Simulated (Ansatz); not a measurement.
Input for Ansatz (a first-principles code): R-B97M-V/def2-TZVPPD on C2H2 (SMILES C#C). Files ending in .json are basis or fitting sets from the Basis Set Exchange.

Ansatz 0.2 input:
```yaml
crystal:
  periodic: [false, false, false]
  atoms:
    - {symbol: C, position_ang: [-1.01633814, 0.04293078, 0.03362982]}
    - {symbol: H, position_ang: [0.04953186, 0.01255878, 0.00903682]}
    - {symbol: C, position_ang: [-2.22821514, 0.07667178, 0.06100182]}
    - {symbol: H, position_ang: [-3.28874814, 0.10702378, 0.08560282]}
basis:
  gaussian:
    orbitals: def2-TZVPPD.json
hamiltonian:
  xc: {name: B97M-V}
scf: {lower_state_search: off}
```

Output:

```
WARN ansatz: RAYON_NUM_THREADS=1 ignored (pool sized by the plan → 1); use --threads N
Functional definition: B97M-V
these checks for a lower state are left out or cut short: stability, starts, cluster_reference, orbital_swaps, neighbouring_geometries, increment
integrals: 0.02 GiB planned
466 factors; their error is unknown
mean field: 0.26 GiB planned
mean field evaluation 1: about -2100.4983 eV, gradient 4.3e1 eV
mean field evaluation 2: about -2098.4398 eV, gradient 5.0e1 eV
mean field evaluation 4: about -2105.0593 eV, gradient 1.3e0 eV
mean field evaluation 8: about -2105.0481 eV, gradient 2.2e-2 eV
mean field evaluation 16: about -2105.0481 eV, gradient 7.1e-7 eV
mean field -2105.04811580 eV, -77.3590914026 hartree, gradient 7.2e-7 eV, S^2 0.000000; 0 other end points of the search recorded, 0 dependent functions left out
reference -2105.04815552 eV, -77.3590928626 hartree; 7, 7 occupied and 101, 101 virtual orbitals, 466 factors
Total energy: -2105.04815552 eV, -77.3590928626 hartree
Checks for a lower state left out: stability, starts, cluster_reference, orbital_swaps, neighbouring_geometries, increment
```

The run converged.

Cost: about 1.4 core-seconds (a rough figure).
